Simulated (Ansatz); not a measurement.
Four-centre ligand exchange

Start structure (AlH$_{5}$SO, closed shell), relaxed at PBE0-D4/def2-TZVP:

| atom | x (Å) | y (Å) | z (Å) |
| --- | --- | --- | --- |
| Al1 | -0.7808 | -0.5093 | 0.3789 |
| O2 | -1.1854 | 0.3720 | -1.0417 |
| H3 | -0.6341 | -2.0791 | 0.1884 |
| H4 | -1.1073 | 0.1510 | 1.7933 |
| H5 | 1.6944 | 1.2414 | 0.2183 |
| S6 | 1.7591 | -0.0903 | 0.3870 |
| H7 | -1.6079 | 1.2272 | -0.9895 |
| H8 | 1.8621 | -0.3130 | -0.9347 |

The step: AlH₃O ([OH][AlH2]) + H₂S → AlH₃S ([AlH2][SH]) + H₂O (still joined by a long Al–O bond); bonds formed: O2–H5; dative contacts that become bonds: Al1–S6; bonds broken: H5–S6; bonds weakened to dative contacts: Al1–O2. Computed with Ansatz 0.2.0 (basis: def2-TZVPP and def2-QZVPP); correlated methods freeze the cores. Extrapolation: Hartree–Fock as exp(−7.88 √X), correlation as X^−2.97. Energies below are by CCSD(T) at an estimated basis limit (MP2 extrapolated from triple and quadruple zeta, plus CCSD(T) − MP2 in triple zeta).

Task: What are the electronic barrier and the energy of the step, from the start structure to the end structure? (To be estimated.)

Result: The calculation gives: Barrier 8.91 kcal/mol; step energy -5.68 kcal/mol (downhill); reverse barrier, their difference, 14.59 kcal/mol. Barrier and step energy count from the start structure, the reverse barrier from the end structure.

The saddle point: One imaginary mode of 795i cm⁻¹.
```csv
pair,start (Å),saddle (Å),end (Å)
Al1–S6,2.57,2.44,2.25
O2–H5,3.26,1.38,0.97
Al1–O2,1.72,1.82,2.01
H5–S6,1.34,1.53,2.62
```

Zero-point energy (harmonic, PBE0-D4): ZPE is 28.30 kcal/mol at the start and 27.22 kcal/mol at the saddle, so the barrier goes from 8.91 to 7.83 kcal/mol.

First-order rate constant out of the start structure at 298 K by transition-state theory, with harmonic vibrational free energies alone and no tunnelling: ΔA‡ = 9.01 kcal/mol, so k = (kB T/h) exp(−ΔA‡/kB T) ≈ 10^6 s⁻¹ (an order of magnitude at best: rotation, the number of equivalent paths and anharmonicity are left out).

T1 diagnostic: at most 0.012.

Labels in which every atom is bracketed show which atoms are joined, not bond orders.

For scale, one of the runs: CCSD(T)/def2-TZVPP, 185 basis functions, launched by `ansatz run in.yaml --threads 2 --pin off --events-out ev --progress --plain --max-ram 4352MiB`. Time: 25 s of wall clock on 2 CPU threads of an Arm Neoverse V2; the host was shared. Peak host memory: 1.7 GiB.
